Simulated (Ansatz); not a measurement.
fcc Ca was calculated with PBE0 (plane waves, PAW; Ansatz, an electronic-structure program).

Run with plane-wave cutoff 460 eV, 10×10×10 k mesh, Fermi–Dirac smearing 0.05 eV, scalar-relativistic PAW data made under PBE.

Energies at three volumes about the minimum:

```tsv
V (Å³/atom)	E − E_lowest (meV/atom)
42.376	1.50
43.237	0.00
44.549	1.42
```

**Question.** Fit a parabola by hand: where is the minimum, what lattice constant follows, and what is the bulk modulus?

**Answer.** Slopes: (0.00 − 1.50)/(43.237 − 42.376) = -1.742 and (1.42 − 0.00)/(44.549 − 43.237) = 1.082 meV/Å³. Curvature E″ = 2 × (1.082 − (-1.742))/(44.549 − 42.376) = 2.599 meV/Å⁶. From the middle of the first interval, the slope vanishes at V0 = 42.8065 − (-1.742)/2.599 = 43.477 Å³/atom. B = V0 E″ = 43.477 × 2.599 meV/Å³ × 0.1602 GPa per meV/Å³ = 18.1 GPa. With 4 atoms in the cube, a = (4 × 43.477)^(1/3) = 5.582 Å. The full Birch–Murnaghan fit to all volumes gives V0 = 43.456 Å³/atom and B0 = 17.9 GPa.

Measured, for comparison: bulk modulus 18.6 GPa (corrected for temperature and zero-point phonon effects, sources range from 15.9 to 18.7; as tabulated in Levämäki et al. (2014), arXiv:1402.3671); lattice constant a 5.553 Å (low-temperature or extrapolated to 0 K; zero-point anharmonic expansion removed; as tabulated in Csonka et al. (2009), arXiv:0903.4037). Computed less measured: bulk modulus -3.8 % (inside the range of the sources held).
